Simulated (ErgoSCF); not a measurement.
# BH3F− (SMILES [BH3-]F) at UB3LYP/6-311+G(d) (Cartesian functions)

What is the energy change on altering one bond length of BH3F− at UB3LYP/6-311+G* (Cartesian functions)? 

The results are computed with ErgoSCF 3.8.

9 further runs of the same task are left out: 2 that didn't finish, 7 set aside as unsound or not needed.

## (1) The structure to begin with

BH3F−: 5 atoms, total charge -1, spin state singlet. As SMILES, `[BH3-]F`. The coordinates come from a GFN2-xTB relaxation.

Bond lengths: B1–F2 1.447 Å, B1–H3 1.227 Å, B1–H4 1.228 Å, B1–H5 1.228 Å. Angles: F2–B1–H3 108.4°, F2–B1–H4 108.4°, F2–B1–H5 108.4°, H3–B1–H4 110.7°, H3–B1–H5 110.5°, H4–B1–H5 110.5°.

## (2) The energy at UB3LYP/6-311+G(d) (Cartesian functions)

Input file job.ego:

```
# BFH3
set_nthreads("env")
molecule_inline Angstrom
B     -0.035750     0.029280    -0.033890
F      0.855550    -0.717910     0.826970
H     -1.067340     0.264210     0.588100
H     -0.274560    -0.651290    -1.027540
H      0.522090     1.075700    -0.353640
EOF
use_6_d_functions = 1
scf.force_unrestricted = 1
scf.convergence_threshold = 1e-06
charge = -1
XC.type = "LMG"
scf.output_mulliken_pop = 1
basis = "6-311+Gs"
scf.starting_guess_disturbance = 0.02
tmpdir = "."
scf.max_number_of_iterations = 80
run "B3LYP-G"
```

Run with:

```
$ ergo < job.ego
```

Output:

```text
[...]
INMA  use_6_d_functions := 1
[...]
INSC Energy   1 =        -62.90223659128
[...]
INDE PURIFICATION CONVERGED after 47 iterations
[...]
INDE PURIFICATION CONVERGED after 47 iterations
[...]
INDE PURIFICATION CONVERGED after 39 iterations
[...]
INDE E(LUMO) - E(HOMO) <=          0.23394843220 =          6.36606118076 eV
[...]
INSC Energy  14 =       -126.60795693606  ( diff     -0.000000000470294 )
[...]
RESC CONVERGED after  14 iterations.
RESC FINAL ENERGY:       -126.60795693606
RESC FINAL <S2> =          0.00000000003
[...]
INSC SCF: dipole_moment_x [atomic units] =      -0.28954817
INSC SCF: dipole_moment_y [atomic units] =       0.24209178
INSC SCF: dipole_moment_z [atomic units] =      -0.27878082
[...]
```

Wall time 34 s (1 thread of Intel Xeon at 2.50GHz (Skylake/Cascade Lake), shared host); peak memory 0.26 GiB.

## (3) The distorted shape

Input file input.ego:

```
# BFH3, B3LYP-G
set_nthreads(1)
molecule_inline Angstrom
B  -0.748798 0.627039 -0.722586
F  0.855550 -0.717910 0.826970
H  -1.780388 0.861969 -0.100596
H  -0.987608 -0.053531 -1.716236
H  -0.190958 1.673459 -1.042336
EOF
charge = -1
spin_polarization = 0
scf.starting_guess_disturbance = 0.02
scf.output_mulliken_pop = 1
scf.force_unrestricted = 1
XC.type = "LMG"
use_6_d_functions = 1
scf.convergence_threshold = 1e-06
tmpdir = "."
basis = "6-311+Gs"
scf.max_number_of_iterations = 80
run "B3LYP-G"
```

Run with:

```
$ ergo input.ego
```

Output:

```text
[...]
INMA  use_6_d_functions := 1
[...]
INSC Energy   1 =        -61.93107299238
[...]
INDE PURIFICATION CONVERGED after 60 iterations
[...]
INDE PURIFICATION CONVERGED after 58 iterations
[...]
INDE PURIFICATION CONVERGED after 39 iterations
[...]
INDE E(LUMO) - E(HOMO) <=          0.18243560232 =          4.96432566338 eV
[...]
INSC Energy  21 =       -126.52833742518  ( diff     -0.000000000076881 )
[...]
RESC CONVERGED after  21 iterations.
RESC FINAL ENERGY:       -126.52833742518
RESC FINAL <S2> =          0.00000000029
[...]
INSC SCF: dipole_moment_x [atomic units] =      -0.70309763
INSC SCF: dipole_moment_y [atomic units] =       0.58943784
INSC SCF: dipole_moment_z [atomic units] =      -0.67892053
[...]
```

Run time: 37 s. Hardware: 1 thread of Intel Xeon at 2.50GHz (Skylake/Cascade Lake), shared host; peak memory 0.27 GiB.

## (4) Summary of results

Level: UB3LYP/6-311+G* (Cartesian functions).

| quantity | value |
| --- | --- |
| first shape: total energy | -126.60796 Eh |
| distorted shape: total energy | -126.52834 Eh |
| energy change with the B1–F2 bond stretched from 1.447 to 2.605 Å | 2.167 eV |

With the B1–F2 bond stretched from 1.447 to 2.605 Å the energy rises by 2.17 eV (50 kcal/mol). The first shape isn't relaxed at this level, so the change isn't measured from a minimum. Mulliken charges (distorted shape) run from -0.79 on F2 to -0.04 on H3; in a basis this large or diffuse they mean little.
